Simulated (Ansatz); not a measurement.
Program: Ansatz. Geometries: PBE0-D4/def2-TZVP. ΔE: electronic, gas phase. CBS: MP2 limit from def2 TZ/QZ plus the TZ coupled-cluster correction, frozen cores. This one scheme is used for every species. Functionals use def2-TZVPP. B3LYP here is the variant with VWN-RPA as its local correlation; programs differ in this. One conformer a species, not always the lowest.

`CCCOC` + HCl → `COCCCl` + CH₄  (substitution at a C–C bond)

**Question.** Is it downhill or uphill in electronic energy at CCSD(T)/CBS, and by how much? (An estimate is asked.)

**Answer.** Ansatz gave: Uphill: ΔE = +17.1 kJ/mol.

**Question.** What do these levels give: PBE-D4, PBE0-D4, B3LYP-D4, ωB97X-V, ωB97M-V, PBE, r2SCAN, PBE0, B3LYP, HF/def2-QZVPP, SCS-MP2/def2-QZVPP, MP2/CBS(def2)? (An estimate is asked.)

**Answer.** Ansatz gave: PBE-D4 12.6, PBE0-D4 16.2, B3LYP-D4 12.2, ωB97X-V 15.5, ωB97M-V 15.9, PBE 12.7, r2SCAN 13.5, PBE0 16.3, B3LYP 12.7, HF/def2-QZVPP 16.7, SCS-MP2/def2-QZVPP 16.3, MP2/CBS(def2) 16.3 kJ/mol.

Largest T1 diagnostic among the species: 0.010.

From PBE to PBE0 (25 % exact exchange), in def2-TZVPP and without D4, ΔE moves by +3.6 kJ/mol.
